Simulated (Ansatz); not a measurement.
Density of states of KNi2S2 (I4/mmm, a = 3.739 Å, b = 3.739 Å, c = 12.278 Å, α = 90.00°, β = 90.00°, γ = 90.00°), in states per eV and primitive cell, averaged over bins of 0.3 eV. Method: Ansatz 0.2.0, DFT PBEsol, scalar-relativistic, plane waves, PAW.

Settings: cutoff 420 eV, Γ-centred mesh 14×14×14 on the computed 5-atom cell, Gaussian smearing of 0.10 eV; no spin polarisation.

The cell is relaxed at this level. The states (both spins) are summed by tetrahedra on a 21×21×21 mesh at the self-consistent density. Energies are bin centres; the table starts no lower than −8 eV and ends at 6 eV, or lower where the solved bands end.

It is a metal at this level.

```csv
E − E_F (eV),total,Ni 3d,S 3p,Ni 4s,K 4s
-6.70,1.67,0.26,0.99,0.37,0.00
-6.40,3.84,0.51,2.42,0.67,0.05
-6.10,4.41,0.62,2.83,0.60,0.07
-5.80,1.84,0.28,1.21,0.18,0.07
-5.50,1.12,0.25,0.72,0.06,0.05
-5.20,2.27,0.58,1.48,0.05,0.07
-4.90,12.14,3.84,7.86,0.06,0.06
-4.60,8.36,2.35,5.72,0.02,0.01
-4.30,2.88,1.18,1.59,0.00,0.00
-4.00,1.01,0.33,0.63,0.00,0.00
-3.70,0.47,0.06,0.37,0.00,0.00
-3.40,0.41,0.40,0.00,0.00,0.00
-3.10,1.69,1.63,0.01,0.00,0.00
-2.80,4.29,3.93,0.04,0.01,0.06
-2.50,4.43,4.05,0.13,0.00,0.01
-2.20,5.98,5.43,0.29,0.02,0.01
-1.90,12.82,11.92,0.45,0.07,0.01
-1.60,8.26,7.54,0.41,0.07,0.00
-1.30,2.98,2.51,0.34,0.02,0.00
-1.00,1.41,0.99,0.33,0.01,0.00
-0.70,2.03,1.39,0.51,0.03,0.01
-0.40,7.44,5.61,1.47,0.10,0.03
-0.10,6.07,3.77,1.85,0.04,0.05
0.20,4.49,2.51,1.68,0.03,0.03
0.50,2.80,1.41,1.24,0.01,0.01
0.80,1.57,0.74,0.77,0.00,0.00
1.10,0.00,0.00,0.00,0.00,0.00
1.40,0.00,0.00,0.00,0.00,0.00
1.70,0.00,0.00,0.00,0.00,0.00
2.00,0.00,0.00,0.00,0.00,0.00
2.30,0.04,0.00,0.00,0.01,0.01
2.60,0.10,0.00,0.01,0.01,0.04
2.90,0.20,0.00,0.02,0.03,0.06
3.20,0.69,0.03,0.04,0.12,0.17
3.50,1.69,0.07,0.10,0.33,0.35
3.80,3.06,0.14,0.19,0.49,0.52
4.10,4.21,0.19,0.23,0.64,0.72
4.40,2.91,0.12,0.17,0.47,0.42
4.70,3.82,0.14,0.25,0.64,0.46
5.00,3.90,0.14,0.23,0.59,0.24
5.30,2.62,0.08,0.15,0.39,0.10
5.60,3.53,0.08,0.19,0.50,0.16
```

The columns after the total are the main Löwdin projections on the occupied valence shells of the potentials; 3 others are left out. The rest of the total lies in those, in shells that are empty in the free atom, which aren't projected, and between the atoms.

Spin polarisation was left out, and a magnetic state may lie lower.

A ferromagnetic start lost its moments in a first run, so spin was left out; other magnetic orders weren't tried.